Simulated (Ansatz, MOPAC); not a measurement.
System: ethanol, C2H6O (charge 0, singlet). SMILES: CCO

Atoms: C1, C2, O3, H4, H5, H6, H7, H8, H9. Bonds: C1-C2, C1-H7, C1-H8, C1-H9, C2-O3, C2-H5, C2-H6, O3-H4.

Bond lengths (Å) and angles (degrees) optimised at PM7 with MOPAC; HF/STO-3G with Ansatz (an electronic-structure program); HF/3-21G with Ansatz; HF/6-31G* with Ansatz, each started from the B3LYP-D3(BJ)/def2-TZVP structure (Ansatz) of the last column. A row stands for all coordinates that are equal there; 9 of 15 kinds are shown. 6-31G* holds six Cartesian d functions. No wavenumbers were computed at HF/STO-3G, so these may be saddle points.

| coordinate | PM7 | HF/STO-3G | HF/3-21G | HF/6-31G* | B3LYP-D3(BJ)/def2-TZVP |
|---|---|---|---|---|---|
| C1-C2 | 1.524 | 1.542 | 1.525 | 1.516 | 1.513 |
| C1-H7 | 1.094 | 1.086 | 1.084 | 1.086 | 1.092 |
| C1-H8 | 1.098 | 1.086 | 1.082 | 1.084 | 1.091 |
| C2-O3 | 1.422 | 1.436 | 1.444 | 1.405 | 1.427 |
| C2-H5 | 1.104 | 1.097 | 1.085 | 1.089 | 1.097 |
| O3-H4 | 0.974 | 0.991 | 0.966 | 0.947 | 0.962 |
| C1-C2-O3 | 104.9 | 108.4 | 106.2 | 108.0 | 108.0 |
| C2-C1-H7 | 111.7 | 110.2 | 110.9 | 110.6 | 110.4 |
| C2-C1-H8 | 110.8 | 110.3 | 109.5 | 110.3 | 110.5 |

Mean signed difference of all 8 bond lengths from B3LYP-D3(BJ)/def2-TZVP: PM7 0.006 Å, HF/STO-3G 0.006 Å, HF/3-21G -0.002 Å, HF/6-31G* -0.009 Å.
